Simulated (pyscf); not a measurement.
Hydrogen abstraction: HO–BH–OH + H• → •O–BH–OH + H₂

Gas phase, doublet surface, charge 0. Bonds broken: O3–H6. Bonds formed: H4–H6. PySCF, gas phase, ωB97X-D3(BJ)/def2-SVP geometries.

Transition state (Å):

```xyz
7

O     -1.3112    -0.8141    -1.0273
B     -0.0515    -0.3481    -0.8333
O      0.5593    -0.1006     0.3557
H     -0.8646    -0.5891     1.8833
H      0.6477    -0.1107    -1.7957
H     -0.2091    -0.3614     1.3458
H     -1.7967    -0.9756    -0.2098
```

One imaginary mode, 1319i cm⁻¹; descent along it reached the two sides named.

```
bond   change  reactant side (Å)  saddle  product side
-----  ------  -----------------  ------  ------------
O3–H6  breaks              0.964   1.280         2.573
H4–H6   forms                2.9   0.878         0.761
```

Electronic energies relative to the separated reactants (kcal/mol):

| level | barrier | reaction energy | reverse barrier |
|---|---|---|---|
| ωB97X-D3(BJ)/def2-TZVP | 18.2 | +9.8 | 8.4 |
| PBE/def2-TZVP | 10.5 | +9.2 | 1.3 |
| r²SCAN/def2-TZVP | 10.7 | +6.6 | 4.1 |
| B3LYP-D3(BJ)/def2-TZVP | 11.4 | +5.8 | 5.6 |
| PBE0-D3(BJ)/def2-TZVP | 15.7 | +10.9 | 4.8 |
| M06-2X/def2-TZVP | 20.6 | +12.1 | 8.5 |
| ωB97M-D3(BJ)/def2-TZVP | 18.5 | +10.4 | 8.1 |
| HF/def2-TZVP | 29.2 | +3.3 | 25.9 |

With ωB97M-D3(BJ)/def2-TZVP energies and thermal terms (ideal gas, 1 atm, RRHO with modes under 100 cm⁻¹ raised to 100, one conformer, R ln 2 for chiral ones without a mode under 150 cm⁻¹), in kcal/mol:

```csv
T (K),ΔH‡,ΔG‡,ΔH,ΔG
298,15.6,22.4,+8.5,+7.1
600,15.3,29.4,+8.6,+5.5
900,15.2,36.4,+8.4,+4.1
1200,15.1,43.5,+7.9,+2.7
```

•O–BH–OH lies 5.1 kcal/mol over its isomer [HO–B–OH]• (electronic energy, ωB97M-D3(BJ)/def2-TZVP). One saddle was located; it need not be the lowest between these sides. The angle at the transferred H is 167°.
